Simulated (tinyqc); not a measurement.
Worked calculation: CIS on RHF in the sto-3g basis, frozen core, for H2O, spin multiplicity 1. Computed by tinyqc, a small Python program that keeps every step (integrals from PySCF). Settings: charge = 0, multiplicity = 1, basis = sto-3g, method = RHF, frozen orbitals = 1, energy threshold = 1e-10, iteration cap = 60, orthogonalisation = symmetric, start = atomic densities, DIIS depth = 6. Command: `OMP_NUM_THREADS=1 python tinyqc.py 22972 22973 out.jsonl` (the two numbers bound the seeds that draw the settings). One thread of a shared host (Intel(R) Xeon(R) Processor @ 2.60GHz), about 0.08 s of CPU time with the checks. The early iterations of the SCF are left out here.

## One-electron integrals

Geometry (angstrom):
```
atom,x,y,z
O,0.00000,0.00000,0.00000
H,0.00000,0.83800,0.73700
H,0.00000,-0.83800,0.73700
```

Basis sto-3g: exponents (1/bohr^2) and contraction coefficients of normalised primitives:
```
element,l (shell),exponent,coefficient
O,s (1),130.70932,0.15433
O,s (1),23.80886,0.53533
O,s (1),6.44361,0.44463
O,s (2),5.03315,-0.09997
O,s (2),1.16960,0.39951
O,s (2),0.38039,0.70012
O,p (3),5.03315,0.15592
O,p (3),1.16960,0.60768
O,p (3),0.38039,0.39196
H,s (1),3.42525,0.15433
H,s (1),0.62391,0.53533
H,s (1),0.16886,0.44463
```

Overlap, kinetic and nuclear-attraction integrals over the contracted functions; the nuclear repulsion is the sum of Za Zb / Rab.

nuclear repulsion = 7.9026392 hartree

overlap S, lower triangle:
```
,1O 1s,1O 2s,1O 2px,1O 2py,1O 2pz,2H 1s,3H 1s
1O 1s,1.00000
1O 2s,0.23670,1.00000
1O 2px,0.00000,0.00000,1.00000
1O 2py,0.00000,0.00000,0.00000,1.00000
1O 2pz,0.00000,0.00000,0.00000,0.00000,1.00000
2H 1s,0.03697,0.37689,0.00000,0.25120,0.22092,1.00000
3H 1s,0.03697,0.37689,0.00000,-0.25120,0.22092,0.19834,1.00000
```

kinetic energy T (hartree), lower triangle:
```
,1O 1s,1O 2s,1O 2px,1O 2py,1O 2pz,2H 1s,3H 1s
1O 1s,29.00320
1O 2s,-0.16801,0.80813
1O 2px,0.00000,0.00000,2.52873
1O 2py,0.00000,0.00000,0.00000,2.52873
1O 2pz,0.00000,0.00000,0.00000,0.00000,2.52873
2H 1s,-0.00864,0.06524,0.00000,0.13314,0.11710,0.76003
3H 1s,-0.00864,0.06524,0.00000,-0.13314,0.11710,-0.00158,0.76003
```

nuclear attraction V (hartree), lower triangle:
```
,1O 1s,1O 2s,1O 2px,1O 2py,1O 2pz,2H 1s,3H 1s
1O 1s,-61.56682
1O 2s,-7.40756,-9.99588
1O 2px,0.00000,0.00000,-9.86484
1O 2py,0.00000,0.00000,0.00000,-9.96264
1O 2pz,-0.01508,-0.18487,0.00000,0.00000,-9.94049
2H 1s,-1.18485,-2.89361,0.00000,-1.69376,-1.54229,-5.26139
3H 1s,-1.18485,-2.89361,0.00000,1.69376,-1.54229,-1.13942,-5.26139
```

core Hamiltonian H = T + V (hartree), lower triangle:
```
,1O 1s,1O 2s,1O 2px,1O 2py,1O 2pz,2H 1s,3H 1s
1O 1s,-32.56362
1O 2s,-7.57557,-9.18775
1O 2px,0.00000,0.00000,-7.33611
1O 2py,0.00000,0.00000,0.00000,-7.43391
1O 2pz,-0.01508,-0.18487,0.00000,0.00000,-7.41176
2H 1s,-1.19349,-2.82837,0.00000,-1.56061,-1.42520,-4.50136
3H 1s,-1.19349,-2.82837,0.00000,1.56061,-1.42520,-1.14100,-4.50136
```

## Two-electron integrals

Functions are numbered as in S; the eight-fold symmetry (ij|kl) = (ji|kl) = (kl|ij) leaves the list below.

Two-electron integrals (ij|kl) in chemists' order, unique and non-zero (hartree):
```
i,j,k,l,(ij|kl)
1,1,1,1,4.78507
2,1,1,1,0.74138
2,1,2,1,0.13687
2,2,1,1,1.11895
2,2,2,1,0.25663
2,2,2,2,0.81721
3,1,3,1,0.02448
3,2,3,1,0.03781
3,2,3,2,0.18052
3,3,1,1,1.11581
3,3,2,1,0.25668
3,3,2,2,0.81702
3,3,3,3,0.88016
4,1,4,1,0.02448
4,2,4,1,0.03781
4,2,4,2,0.18052
4,3,4,3,0.04744
4,4,1,1,1.11581
4,4,2,1,0.25668
4,4,2,2,0.81702
4,4,3,3,0.78527
4,4,4,4,0.88016
5,1,5,1,0.02448
5,2,5,1,0.03781
5,2,5,2,0.18052
5,3,5,3,0.04744
5,4,5,4,0.04744
5,5,1,1,1.11581
5,5,2,1,0.25668
5,5,2,2,0.81702
5,5,3,3,0.78527
5,5,4,4,0.78527
5,5,5,5,0.88016
6,1,1,1,0.11721
6,1,2,1,0.02147
6,1,2,2,0.04006
6,1,3,3,0.03998
6,1,4,1,0.00074
6,1,4,2,0.00139
6,1,4,4,0.04012
6,1,5,1,0.00065
6,1,5,2,0.00122
6,1,5,4,0.00012
6,1,5,5,0.04008
6,1,6,1,0.00341
6,2,1,1,0.30433
6,2,2,1,0.07076
6,2,2,2,0.25182
6,2,3,3,0.24740
6,2,4,1,0.00400
6,2,4,2,0.03138
6,2,4,4,0.25474
6,2,5,1,0.00351
6,2,5,2,0.02760
6,2,5,4,0.00646
6,2,5,5,0.25308
6,2,6,1,0.01134
6,2,6,2,0.09860
6,3,3,1,0.00717
6,3,3,2,0.04258
6,3,4,3,0.00641
6,3,5,3,0.00563
6,3,6,3,0.01357
6,4,1,1,0.17071
6,4,2,1,0.04018
6,4,2,2,0.15267
6,4,3,3,0.14585
6,4,4,1,0.00914
6,4,4,2,0.06045
6,4,4,4,0.16287
6,4,5,1,0.00174
6,4,5,2,0.01572
6,4,5,4,0.00934
6,4,5,5,0.14911
6,4,6,1,0.00670
6,4,6,2,0.07265
6,4,6,4,0.06648
6,5,1,1,0.15014
6,5,2,1,0.03534
6,5,2,2,0.13427
6,5,3,3,0.12827
6,5,4,1,0.00174
6,5,4,2,0.01572
6,5,4,4,0.13198
6,5,5,1,0.00870
6,5,5,2,0.05640
6,5,5,4,0.00966
6,5,5,5,0.14241
6,5,6,1,0.00589
6,5,6,2,0.06389
6,5,6,4,0.04654
6,5,6,5,0.05450
6,6,1,1,0.46461
6,6,2,1,0.10976
6,6,2,2,0.44957
6,6,3,3,0.43197
6,6,4,1,0.00757
6,6,4,2,0.08334
6,6,4,4,0.46143
6,6,5,1,0.00665
6,6,5,2,0.07330
6,6,5,4,0.02591
6,6,5,5,0.45476
6,6,6,1,0.01771
6,6,6,2,0.22827
6,6,6,4,0.19194
6,6,6,5,0.16880
6,6,6,6,0.77461
7,1,1,1,0.11721
7,1,2,1,0.02147
7,1,2,2,0.04006
7,1,3,3,0.03998
7,1,4,1,-0.00074
7,1,4,2,-0.00139
7,1,4,4,0.04012
7,1,5,1,0.00065
7,1,5,2,0.00122
7,1,5,4,-0.00012
7,1,5,5,0.04008
7,1,6,1,0.00336
7,1,6,2,0.01101
7,1,6,4,0.00598
7,1,6,5,0.00573
7,1,6,6,0.01706
7,1,7,1,0.00341
7,2,1,1,0.30433
7,2,2,1,0.07076
7,2,2,2,0.25182
7,2,3,3,0.24740
7,2,4,1,-0.00400
7,2,4,2,-0.03138
7,2,4,4,0.25474
7,2,5,1,0.00351
7,2,5,2,0.02760
7,2,5,4,-0.00646
7,2,5,5,0.25308
7,2,6,1,0.01101
7,2,6,2,0.07975
7,2,6,4,0.04068
7,2,6,5,0.05029
7,2,6,6,0.15063
7,2,7,1,0.01134
7,2,7,2,0.09860
7,3,3,1,0.00717
7,3,3,2,0.04258
7,3,4,3,-0.00641
7,3,5,3,0.00563
7,3,6,3,0.01061
7,3,7,3,0.01357
7,4,1,1,-0.17071
7,4,2,1,-0.04018
7,4,2,2,-0.15267
7,4,3,3,-0.14585
7,4,4,1,0.00914
7,4,4,2,0.06045
7,4,4,4,-0.16287
7,4,5,1,-0.00174
7,4,5,2,-0.01572
7,4,5,4,0.00934
7,4,5,5,-0.14911
7,4,6,1,-0.00598
7,4,6,2,-0.04068
7,4,6,4,-0.01058
7,4,6,5,-0.02513
7,4,6,6,-0.06941
7,4,7,1,-0.00670
7,4,7,2,-0.07265
7,4,7,4,0.06648
7,5,1,1,0.15014
7,5,2,1,0.03534
7,5,2,2,0.13427
7,5,3,3,0.12827
7,5,4,1,-0.00174
7,5,4,2,-0.01572
7,5,4,4,0.13198
7,5,5,1,0.00870
7,5,5,2,0.05640
7,5,5,4,-0.00966
7,5,5,5,0.14241
7,5,6,1,0.00573
7,5,6,2,0.05029
7,5,6,4,0.02513
7,5,6,5,0.04186
7,5,6,6,0.10376
7,5,7,1,0.00589
7,5,7,2,0.06389
7,5,7,4,-0.04654
7,5,7,5,0.05450
7,6,1,1,0.11186
7,6,2,1,0.02628
7,6,2,2,0.10253
7,6,3,3,0.09993
7,6,4,4,0.10174
7,6,5,1,0.00197
7,6,5,2,0.01890
7,6,5,5,0.10581
7,6,6,1,0.00417
7,6,6,2,0.04080
7,6,6,4,0.02608
7,6,6,5,0.02973
7,6,6,6,0.10126
7,6,7,1,0.00417
7,6,7,2,0.04080
7,6,7,4,-0.02608
7,6,7,5,0.02973
7,6,7,6,0.02151
7,7,1,1,0.46461
7,7,2,1,0.10976
7,7,2,2,0.44957
7,7,3,3,0.43197
7,7,4,1,-0.00757
7,7,4,2,-0.08334
7,7,4,4,0.46143
7,7,5,1,0.00665
7,7,5,2,0.07330
7,7,5,4,-0.02591
7,7,5,5,0.45476
7,7,6,1,0.01706
7,7,6,2,0.15063
7,7,6,4,0.06941
7,7,6,5,0.10376
7,7,6,6,0.31231
7,7,7,1,0.01771
7,7,7,2,0.22827
7,7,7,4,-0.19194
7,7,7,5,0.16880
7,7,7,6,0.10126
7,7,7,7,0.77461
```

## Orthogonalisation

S = U s U^T; symmetric (Loewdin) form X = U s^(-1/2) U^T, so that X^T S X = 1.

eigenvalues of S: 0.44430  0.53200  0.88084  1.00000  1.10793  1.26966  1.76527

X, lower triangle:
```
,1O 1s,1O 2s,1O 2px,1O 2py,1O 2pz,2H 1s,3H 1s
1O 1s,1.02355
1O 2s,-0.13606,1.14885
1O 2px,0.00000,0.00000,1.00000
1O 2py,0.00000,0.00000,0.00000,1.06424
1O 2pz,-0.00762,0.07270,0.00000,0.00000,1.04164
2H 1s,0.01844,-0.21312,0.00000,-0.16466,-0.12253,1.12432
3H 1s,0.01844,-0.21312,0.00000,0.16466,-0.12253,-0.06994,1.12432
```

## Iteration 8 (converged): orbitals

converged F (hartree), lower triangle:
```
,1O 1s,1O 2s,1O 2px,1O 2py,1O 2pz,2H 1s,3H 1s
1O 1s,-20.26447
1O 2s,-5.16522,-2.41256
1O 2px,0.00000,0.00000,-0.39182
1O 2py,0.00000,0.00000,0.00000,-0.22747
1O 2pz,-0.02506,-0.07399,0.00000,0.00000,-0.26977
2H 1s,-0.82219,-0.78151,0.00000,-0.34094,-0.33899,-0.40813
3H 1s,-0.82219,-0.78151,0.00000,0.34094,-0.33899,-0.26523,-0.40813
```

Diagonalise F' = X^T F X, C = X C', fill 5 alpha and 5 beta electrons from the bottom; D = 2 C_occ C_occ^T. Each column has its largest component positive (the first on a tie).

F' = X^T F X (hartree), lower triangle:
```
,1,2,3,4,5,6,7
1,-19.89054
2,-2.68297,-1.32806
3,0.00000,0.00000,-0.39182
4,0.00000,0.00000,0.00000,-0.02640
5,-0.05407,0.10354,0.00000,0.00000,-0.13410
6,-0.08967,-0.38978,0.00000,-0.38385,-0.30997,-0.02511
7,-0.08967,-0.38978,0.00000,0.38385,-0.30997,-0.07714,-0.02511
```

orbital energies (hartree): MO1 -20.27269, MO2 -1.20993, MO3 -0.53144, MO4 -0.44868, MO5 -0.39182, MO6 0.47634, MO7 0.55707

coefficients C:
```
,MO1,MO2,MO3,MO4,MO5,MO6,MO7
1O 1s,0.99448,-0.23969,0.00000,0.09515,0.00000,-0.10687,0.00000
1O 2s,0.02381,0.89066,0.00000,-0.48465,0.00000,0.63700,0.00000
1O 2px,0.00000,0.00000,0.00000,0.00000,1.00000,0.00000,0.00000
1O 2py,0.00000,0.00000,0.62055,0.00000,0.00000,0.00000,0.89541
1O 2pz,0.00316,0.08525,0.00000,0.72533,0.00000,0.76616,0.00000
2H 1s,-0.00441,0.14123,0.45466,0.34028,0.00000,-0.69346,-0.73043
3H 1s,-0.00441,0.14123,-0.45466,0.34028,0.00000,-0.69346,0.73043
```

D after iteration 8, lower triangle:
```
,1O 1s,1O 2s,1O 2px,1O 2py,1O 2pz,2H 1s,3H 1s
1O 1s,2.11097
1O 2s,-0.47182,2.05745
1O 2px,0.00000,0.00000,2.00000
1O 2py,0.00000,0.00000,0.00000,0.77017
1O 2pz,0.10345,-0.55107,0.00000,0.00000,1.06677
2H 1s,-0.01172,-0.07846,0.00000,0.56428,0.51768,0.68494
3H 1s,-0.01172,-0.07846,0.00000,-0.56428,0.51768,-0.14191,0.68494
```

## Convergence

Stop when the energy changes by less than 1e-10 hartree and every element of the error matrix X^T (F D S - S D F) X is below 3e-06.

Course of the cycle:
```
iteration,E (hartree),change,largest element of the error matrix
1,-75.1467475,-,9.78e-01
2,-74.8873148,2.59e-01,2.00e-01
3,-74.9362877,-4.90e-02,2.98e-02
4,-74.9377216,-1.43e-03,4.33e-03
5,-74.9377525,-3.09e-05,3.41e-04
6,-74.9377529,-4.02e-07,1.13e-04
7,-74.9377530,-5.58e-08,3.98e-07
8,-74.9377530,-2.84e-13,8.82e-10
```

PySCF RHF in the same basis = -74.9377530 hartree

Converged in 8 iterations.

## Integrals over molecular orbitals

(pq|rs) = sum C_ip C_jq C_kr C_ls (ij|kl), one index at a time.

one-electron integrals over orbitals h = C^T H C (hartree), lower triangle:
```
,1,2,3,4,5,6,7
1,-32.54714
2,0.56841,-7.56126
3,0.00000,0.00000,-6.01316
4,-0.21360,0.53744,0.00000,-6.52817
5,0.00000,0.00000,0.00000,0.00000,-7.33611
6,0.24422,-1.19701,0.00000,-1.34905,0.00000,-5.35134
7,0.00000,0.00000,-1.75462,0.00000,0.00000,0.00000,-5.46307
```

Two-electron integrals over orbitals (pq|rs), unique and non-zero (hartree); the lowest 1 orbital is frozen and left out:
```
p,q,r,s,(pq|rs)
2,2,2,2,0.72506
3,2,3,2,0.12964
3,3,2,2,0.61781
3,3,3,3,0.59524
4,2,2,2,-0.02513
4,2,3,3,0.00318
4,2,4,2,0.12936
4,3,3,2,0.02637
4,3,4,3,0.05694
4,4,2,2,0.65497
4,4,3,3,0.56528
4,4,4,2,-0.09054
4,4,4,4,0.68974
5,2,5,2,0.15050
5,3,5,3,0.02672
5,4,5,2,-0.04514
5,4,5,4,0.04810
5,5,2,2,0.75480
5,5,3,3,0.60427
5,5,4,2,-0.08251
5,5,4,4,0.68327
5,5,5,5,0.88016
6,2,2,2,0.13114
6,2,3,3,0.06859
6,2,4,2,0.03257
6,2,4,4,0.05824
6,2,5,5,0.13919
6,2,6,2,0.09567
6,3,3,2,-0.03231
6,3,4,3,-0.03654
6,3,6,3,0.07049
6,4,2,2,0.12918
6,4,3,3,0.05116
6,4,4,2,-0.05583
6,4,4,4,0.13226
6,4,5,5,0.15384
6,4,6,2,0.05731
6,4,6,4,0.10315
6,5,5,2,0.04982
6,5,5,4,0.00610
6,5,6,5,0.03441
6,6,2,2,0.59968
6,6,3,3,0.55192
6,6,4,2,0.04482
6,6,4,4,0.54836
6,6,5,5,0.58395
6,6,6,2,0.09496
6,6,6,4,0.05593
6,6,6,6,0.58690
7,2,3,2,0.05395
7,2,4,3,-0.03209
7,2,6,3,0.03030
7,2,7,2,0.06740
7,3,2,2,0.16272
7,3,3,3,0.08937
7,3,4,2,-0.08139
7,3,4,4,0.13616
7,3,5,5,0.20232
7,3,6,2,0.06660
7,3,6,4,0.10564
7,3,6,6,0.04630
7,3,7,3,0.16259
7,4,3,2,-0.07383
7,4,4,3,-0.01554
7,4,6,3,0.05395
7,4,7,2,-0.01609
7,4,7,4,0.07333
7,5,5,3,0.02381
7,5,7,5,0.02443
7,6,3,2,0.08274
7,6,4,3,0.06248
7,6,6,3,-0.06168
7,6,7,2,-0.00616
7,6,7,4,-0.06162
7,6,7,6,0.10958
7,7,2,2,0.60379
7,7,3,3,0.58102
7,7,4,2,-0.01565
7,7,4,4,0.57205
7,7,5,5,0.60233
7,7,6,2,0.05919
7,7,6,4,0.04913
7,7,6,6,0.55101
7,7,7,3,0.08886
7,7,7,7,0.59043
```

## CIS matrix, singlets

A(ia,jb) = (e_a - e_i) d_ij d_ab + 2 (ia|jb) - (ij|ab).

CIS matrix A, singlet (hartree), lower triangle:
```
,2>6,2>7,3>6,3>7,4>6,4>7,5>6,5>7
2>6,1.27791
2>7,0.00000,1.29801
3>6,0.00000,-0.02214,0.59683
3>7,0.05046,0.00000,0.00000,0.83267
4>6,0.06980,0.00000,0.00000,0.14880,0.58296
4>7,0.00000,-0.01654,0.04541,0.00000,0.00000,0.58035
5>6,0.00000,0.00000,0.00000,0.00000,0.00000,0.00000,0.35304
5>7,0.00000,0.00000,0.00000,0.00000,0.00000,0.00000,0.00000,0.39542
```

## CIS singlet states

dipole integrals <i|r|a> (bohr):
```
,x,y,z
2>6,0.00000,0.00000,-0.05640
2>7,0.00000,-0.06123,0.00000
3>6,0.00000,-0.85700,0.00000
3>7,0.00000,0.00000,-0.75539
4>6,0.00000,0.00000,-0.67138
4>7,0.00000,-0.79317,0.00000
5>6,0.06578,0.00000,0.00000
5>7,0.00000,0.00000,0.00000
```

Diagonalise A (1 hartree = 27.211386 eV); each vector has its largest component positive (the first on a tie). The transition dipole is mu = sqrt2 sum c_ia <i|r|a>.

singlet excitation energies (eV): 9.60660  10.76004  13.91145  14.76048  17.24116  24.15627  35.22744  35.35191

lowest vectors:
```
,state 1,state 2,state 3,state 4,state 5,state 6
2>6,0.00000,0.00000,-0.05566,0.00000,0.00000,-0.18710
2>7,0.00000,0.00000,0.00000,-0.00200,0.04150,0.00000
3>6,0.00000,0.00000,0.00000,-0.64135,0.76653,0.00000
3>7,0.00000,0.00000,-0.41224,0.00000,0.00000,0.89896
4>6,0.00000,0.00000,0.90937,0.00000,0.00000,0.39607
4>7,0.00000,0.00000,0.00000,0.76725,0.64086,0.00000
5>6,1.00000,0.00000,0.00000,0.00000,0.00000,0.00000
5>7,0.00000,1.00000,0.00000,0.00000,0.00000,0.00000
```

oscillator strengths 2/3 w |mu|^2: 0.00204  0.00000  0.05972  0.00250  1.15205  1.03349

## CIS matrix, triplets

A(ia,jb) = (e_a - e_i) d_ij d_ab - (ij|ab).

CIS matrix A, triplet (hartree), lower triangle:
```
,2>6,2>7,3>6,3>7,4>6,4>7,5>6,5>7
2>6,1.08658
2>7,0.00000,1.16320
3>6,0.00000,-0.08274,0.45586
3>7,-0.08274,0.00000,0.00000,0.50749
4>6,-0.04482,0.00000,0.00000,-0.06248,0.37666
4>7,0.00000,0.01565,-0.06248,0.00000,0.00000,0.43370
5>6,0.00000,0.00000,0.00000,0.00000,0.00000,0.00000,0.28421
5>7,0.00000,0.00000,0.00000,0.00000,0.00000,0.00000,0.00000,0.34656
```

## CIS triplet states

Diagonalise A (1 hartree = 27.211386 eV); each vector has its largest component positive (the first on a tie).

triplet excitation energies (eV): 7.73383  9.37068  9.43024  10.31410  13.61298  14.32431  29.93136  31.93128

lowest vectors:
```
,state 1,state 2,state 3,state 4,state 5,state 6
2>6,0.00000,0.09957,0.00000,0.00000,0.00000,0.10127
2>7,0.00000,0.00000,0.00000,0.05534,0.10777,0.00000
3>6,0.00000,0.00000,0.00000,0.66522,0.73740,0.00000
3>7,0.00000,0.39958,0.00000,0.00000,0.00000,0.90700
4>6,0.00000,0.91128,0.00000,0.00000,0.00000,-0.40877
4>7,0.00000,0.00000,0.00000,0.74460,-0.66680,0.00000
5>6,1.00000,0.00000,0.00000,0.00000,0.00000,0.00000
5>7,0.00000,0.00000,1.00000,0.00000,0.00000,0.00000
```
